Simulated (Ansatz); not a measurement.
Two shapes of singlet MgCl2.

Shape 1:

```xyz
3

Cl    0.0000    0.0000   -2.3684
Mg    0.0000    0.0000    0.0000
Cl    0.0000    0.0000    2.3684
```

Shape 2:

```xyz
3

Cl    0.0000    0.0000   -2.0175
Mg    0.0000    0.0000    0.0000
Cl    0.0000    0.0000    2.0175
```

Basis set: cc-pVDZ (spherical functions). Left uncorrelated: 11 orbitals. Charge 0, multiplicity 1.

Computed with Ansatz (development build ahead of 0.2.0); each method stands on the lowest determinant of its kind that the runs found.

Which shape is lower in energy, and by how much in each method?

```csv
method,E(2) − E(1) (eV)
RHF,0.174
RHF-MP2,0.186
```

Shape 1 is lower.
